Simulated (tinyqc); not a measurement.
A ladder of methods, and size consistency: correlation methods against full CI in the sto-6g basis, for H2O, spin multiplicity 1. Computed by the program tinyqc with PySCF. Command: `OMP_NUM_THREADS=1 python tinyqc.py 111592 111593 out.jsonl`; one thread of a shared host (Intel(R) Xeon(R) Processor @ 2.60GHz), about 1 s.

Geometry (angstrom):
```
atom,x,y,z
O,0.0000,0.0000,0.0000
H,0.0000,0.8160,0.5880
H,0.0000,-0.7800,0.5620
```

RHF energy of one = -75.676993 hartree

All electrons correlated; +Q is the Davidson correction (1 - c0^2) E_corr. The last columns treat two copies 100 angstrom apart as one system. FCI is the lowest singlet.

Correlation energies (hartree):
```
method,E_corr of one,share of FCI (%),E_corr of two at 100 angstrom,two minus twice one (mhartree)
MP2,-0.037515,70.8883,-0.075030,0.0000
CISD,-0.052078,98.4056,-0.101340,2.8148
CISD+Q,-0.053568,101.2214,-0.106662,0.4736
CCSD,-0.052779,99.7315,-0.105559,0.0000
CCSD(T),-0.052861,99.8856,-0.105722,0.0000
FCI,-0.052921,100.0000,-,-
```

MP2 recovers 71 %, CISD 98.4 % and CCSD 99.7 % of the FCI value (c0^2 = 0.971 in CISD). MP2 and coupled cluster are size consistent, so their last column vanishes; CISD loses 2.81 mhartree, since a double excitation on each copy is a quadruple of the pair, and the Davidson correction leaves +0.47.
